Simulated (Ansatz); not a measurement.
AlGe⁺, quintet: the ladder up to full CI

Geometry: that of the AlGe, quartet, kept fixed. The triplet lies 1.9 eV lower here.

| atom | x (Å) | y (Å) | z (Å) |
| --- | --- | --- | --- |
| Ge | 0.0000 | 0.0000 | 0.0000 |
| Al | 0.0000 | 0.0000 | 2.4669 |

Basis cc-pVDZ; Ansatz 0.2.0. Correlated methods freeze the noble-gas cores and the filled d shells of p-block atoms, which leaves 6 electrons in 26 orbitals. Prefix R: restricted or restricted open-shell reference; prefix U: unrestricted. Active spaces: valence = (6e, 8o) chosen from the atoms' valence shells. No spin–orbit coupling is included, and no scalar relativity.

Full CI is exact within this basis and frozen core; it isn't the basis-set limit. The frozen core follows each run's orbitals, which can shift R against U totals by a few meV for light atoms and by up to 0.1 eV past Ca.

For open shells CISD and CISDTQ are restricted-active-space CI with the open shells as a complete middle space.

```
UHF ⟨S²⟩                          : 6.003
T1 diagnostic (RCCSD)             : 0.0421
largest doubles amplitude (RCCSD) : 0.080
```

| level | E − E(RHF) (eV) |
| --- | --- |
| RMP2 | -1.7974 |
| RCCSD | -2.2985 |
| RCCSD(T) | -2.4190 |

**Question.** Estimate how far full CI in cc-pVDZ lies from RCCSD(T). The table doesn't fix it; the size of (T) and the diagnostics are the guide.

**Answer.** Full CI in cc-pVDZ lies 4.4 kJ/mol below RCCSD(T), which is 38 % of the (T) step (-11.6 kJ/mol). T1 is raised, and the rest is a large part of (T). The miss exceeds 1 kcal/mol.

The other levels:

```json
{"level": "CISD", "E − E(full CI) (kJ/mol)": "14.3", "share of correlation (%)": "94.00", "wall time": "2.6 s"}
{"level": "BCCD(T)", "E − E(full CI) (kJ/mol)": "4.7", "share of correlation (%)": "98.04", "wall time": "6 s"}
{"level": "RCCSDT", "E − E(full CI) (kJ/mol)": "0.8", "share of correlation (%)": "99.68", "wall time": "–"}
{"level": "CISDTQ", "E − E(full CI) (kJ/mol)": "0.1", "share of correlation (%)": "99.95", "wall time": "19 s"}
{"level": "RCCSDT(Q)", "E − E(full CI) (kJ/mol)": "0.0", "share of correlation (%)": "99.98", "wall time": "11 s"}
{"level": "CASSCF (valence space)", "E − E(full CI) (kJ/mol)": "123.9", "share of correlation (%)": "47.89", "wall time": "–"}
{"level": "NEVPT2 (valence space)", "E − E(full CI) (kJ/mol)": "33.8", "share of correlation (%)": "85.77", "wall time": "4.3 s"}
{"level": "MRCISD (valence space)", "E − E(full CI) (kJ/mol)": "5.0", "share of correlation (%)": "97.89", "wall time": "–"}
{"level": "MRCISD+Q (valence space)", "E − E(full CI) (kJ/mol)": "0.1", "share of correlation (%)": "99.96", "wall time": "6 s"}
{"level": "MRCISD+Q(relaxed) (valence space)", "E − E(full CI) (kJ/mol)": "-1.7", "share of correlation (%)": "100.72", "wall time": "6.5 s"}
```

The correlation energy at full CI, counted from RHF, is -2.464 eV. That run took 48 s on 1 thread of Arm Neoverse N1, shared host over 429,776 determinants.

Run but not shown, since their state, orbitals or frozen core can't be matched to the reference's or they repeat it: UHF, UMP2, UCCSD, UCCSD(T), UCCSDT, UCCSDT(Q).

Times hold each run's SCF and search for its determinant on a shared host, so for small cases they say little of a method's own cost; they ran on 1 thread of Arm Neoverse N1. Some runs computed forces too.

More than 5 meV below full CI, which no variational method can be: MRCISD+Q(relaxed) (valence space).

The full-CI state has the irrep A2 of C2v, in the program's axes (one component, if the state is degenerate).

Natural occupations of full CI about the gap: 1.917 1.011 0.978 0.964 0.964 0.041 0.041 0.027 0.009 0.008; effectively unpaired electrons, Σ n²(2−n)², 4.04.
